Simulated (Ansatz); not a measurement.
# BNH₃ (quartet): wave-function methods side by side, def2-QZVPP

An exercise on one series of results from a longer session: the logs are not shown, and one member is left open.

Computed with Ansatz 0.2.0, Gaussian basis. Level: def2-QZVPP, core rule «outside noble gas», up to 2 orbitals frozen.

Plan: UHF; ROHF; CCSD(T) on UHF.

2 further runs of the same task are left out: 2 set aside as unsound or not needed.

**The geometry**

The geometry is a PBE0/def2-TZVP stationary point (not a proven minimum) of the parent state, kept for this charge and spin.

5 atoms, charge 0, spin multiplicity 4.

Atoms are counted from 1 here; the program's logs count them from 0.

Bond lengths: B1–N2 1.374 Å, B1–H3 1.195 Å, N2–H4 1.011 Å, N2–H5 1.007 Å. Angles: N2–B1–H3 125.1°, B1–N2–H4 123.7°, B1–N2–H5 123.2°, H4–N2–H5 113.1°.

As a file:

| atom | x (Å) | y (Å) | z (Å) |
| --- | --- | --- | --- |
| B1 | 0.0000 | -0.1798 | 0.7865 |
| N2 | 0.0000 | 0.0674 | -0.5650 |
| H3 | 0.0000 | 0.6578 | 1.6392 |
| H4 | 0.0000 | 0.9957 | -0.9652 |
| H5 | 0.0000 | -0.6620 | -1.2589 |

The first run:

in.yaml reads:

```yaml
crystal:
  periodic: [false, false, false]
  atoms:
    - {symbol: B, position_ang: [0.000000, -0.179775, 0.786527]}
    - {symbol: N, position_ang: [0.000000, 0.067403, -0.564987]}
    - {symbol: H, position_ang: [0.000000, 0.657847, 1.639246]}
    - {symbol: H, position_ang: [0.000000, 0.995722, -0.965199]}
    - {symbol: H, position_ang: [0.000000, -0.661987, -1.258945]}
basis:
  gaussian: {orbitals: "def2-QZVPP.json"}
magnetization: {spin_polarized: true, initial_magnetization: 3}
hamiltonian: {xc: hf}
output: {orbitals: {seedname: orbitals}}
```

On the command line:

```
> ansatz run in.yaml --threads 1 --pin off --events-out ev --progress --plain --max-ram 2393MiB
```

Among the steps run: UHF; ROHF; CCSD(T) on UHF.

One table of the session follows, with a row left open; its other results are not shown here.

```
  method  from UCCSD(T) (meV)
    ROHF              +8449.6
     UHF              +8258.1
    UMP2                    ?
   UCCSD               +247.4
UCCSD(T)                    0
```

Q: Estimate the row for UMP2 from the others.

The run gave: from UCCSD(T) (meV): +961.0. In the column «from UCCSD(T) (meV)» it lies between UCCSD (+247.4) and UHF (+8258.1).
